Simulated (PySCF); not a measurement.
PF4 (charge +1).
SMILES: `F[P+](F)(F)F`

All values: wB97X-D/def2-SVPD (PySCF, non-relativistic), on one gas-phase PBE0-D3(BJ)/def2-SVP geometry that isn't relaxed in the solvent. The solvent is an IEF-PCM continuum (cavity from Bondi-type radii × 1.2), and excitations are vertical TDDFT with non-equilibrium linear response and a frozen core. The model holds no explicit solvent molecules, cavitation or dispersion.

Gas-phase singlets (H = HOMO, L = LUMO):

```tsv
state	E (eV)	λ (nm)	f	leading configurations
S1	11.448	108	0.000	H→L 83%, H-1→L 11%
S2	11.450	108	0.000	H-1→L 81%, H→L 8%
S3	11.451	108	0.000	H-2→L 87%
S4	12.842	97	0.000	H-6→L 82%
S5	12.845	97	0.000	H-7→L 82%, H→L+1 10%
```

Problem. What are the lowest 5 singlets in acetone (ε = 20.49)?

Solution. 
| state | E (eV) | λ (nm) | f | leading configurations | change by rank (eV) |
| --- | --- | --- | --- | --- | --- |
| S1 | 11.462 | 108 | 0.000 | H→L 82% | +0.014 |
| S2 | 11.464 | 108 | 0.000 | H-1→L 86%, H→L 8% | +0.014 |
| S3 | 11.465 | 108 | 0.000 | H-2→L 90% | +0.014 |
| S4 | 12.845 | 97 | 0.000 | H-6→L 83% | +0.003 |
| S5 | 12.850 | 96 | 0.000 | H-7→L 82%, H→L+1 8% | +0.005 |

Problem. How do the frontier levels move from gas to acetone?

Solution. 
| orbital | gas (eV) | solvent (eV) | change (eV) |
| --- | --- | --- | --- |
| LUMO+2 | -3.43 | 1.99 | +5.42 |
| LUMO+1 | -3.47 | 1.96 | +5.43 |
| LUMO | -5.82 | -0.50 | +5.32 |
| HOMO | -23.14 | -17.77 | +5.37 |
| HOMO-1 | -23.14 | -17.77 | +5.37 |
| HOMO-2 | -23.14 | -17.77 | +5.37 |
| HOMO-3 | -24.35 | -18.99 | +5.36 |

The HOMO–LUMO gap goes from 17.31 to 17.27 eV.
